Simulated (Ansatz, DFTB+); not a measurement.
Elastic constant C13 (GPa) of solids drawn from the class of elemental solids other than molecular ones, at two levels: GFN1-xTB as cut by DFTB+ (DFTB+), and r²SCAN in Ansatz (PAW).

```json
[
 {"solid": "hcp Tc", "GFN1-xTB as cut by DFTB+": "50.8", "r²SCAN": "201", "shift (%)": "+296"},
 {"solid": "hcp Zr", "GFN1-xTB as cut by DFTB+": "22.3", "r²SCAN": "63.3", "shift (%)": "+184"},
 {"solid": "hcp Re", "GFN1-xTB as cut by DFTB+": "50.0", "r²SCAN": "230", "shift (%)": "+360"},
 {"solid": "hcp Be", "GFN1-xTB as cut by DFTB+": "49.8", "r²SCAN": "1.91", "shift (%)": "-96"},
 {"solid": "hcp Os", "GFN1-xTB as cut by DFTB+": "127", "r²SCAN": "232", "shift (%)": "+83"},
 {"solid": "hcp Ru", "GFN1-xTB as cut by DFTB+": "93.4", "r²SCAN": "185", "shift (%)": "+98"}
]
```

The shifts run from -96 % to +360 %, with a median of +141 %.

Over all 6 rows r²SCAN is the larger in 5.

Ansatz's runs of these crystals have no spin polarisation.

Spin–orbit coupling is left out, also for the solids with elements from indium on (hcp Re, hcp Os); its size isn't shown.

Each level is taken at its own relaxed cell. Caveats: codes differ in how they cut the long-range tail of xTB's charge interaction in a crystal, so the value belongs to this code (GFN1-xTB as cut by DFTB+: hcp Tc, hcp Zr, hcp Re, hcp Be, hcp Os, hcp Ru); the method was fitted mainly to molecules (GFN1-xTB as cut by DFTB+: hcp Tc, hcp Zr, hcp Re, hcp Be, hcp Os, hcp Ru); the relaxed volume lies over a fifth from the starting cell (GFN1-xTB as cut by DFTB+: hcp Zr, hcp Be). Ansatz's density-functional and Hartree–Fock values are scalar-relativistic unless marked +SOC, with PAW data made under PBE.

Ansatz is a program for electronic structure.
